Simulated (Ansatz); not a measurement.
**Equation of state of cobalt, hcp**

Method: DFT, LDA (PW92), plane waves (420 eV) with PAW, scalar-relativistic in Ansatz 0.2.0. The PAW files were generated under PBE, with cores re-solved for the functional.

The cell is scaled uniformly from the relaxed one, with fractional coordinates and shape fixed. Energies are extrapolated to zero smearing, pressures are those at the given smearing. Magnetic state: ferromagnetic.

| V (Å³/atom) | E − E₀ (meV/atom) | P (GPa) | sphere moment (μB) |
| --- | --- | --- | --- |
| 8.808 | 154.4 | 43.44 | 1.23 |
| 9.208 | 64.6 | 27.00 | 1.44 |
| 9.609 | 14.8 | 12.27 | 1.52 |
| 10.009 | -0.4 | 0.05 | 1.56 |
| 10.410 | 12.3 | -9.74 | 1.59 |
| 10.810 | 46.8 | -17.40 | 1.63 |
| 11.210 | 98.3 | -23.45 | 1.66 |

Fit a third-order Birch-Murnaghan equation.

V₀ = 10.02 Å³/atom, B₀ = 271 GPa, B₀′ = 4.3.
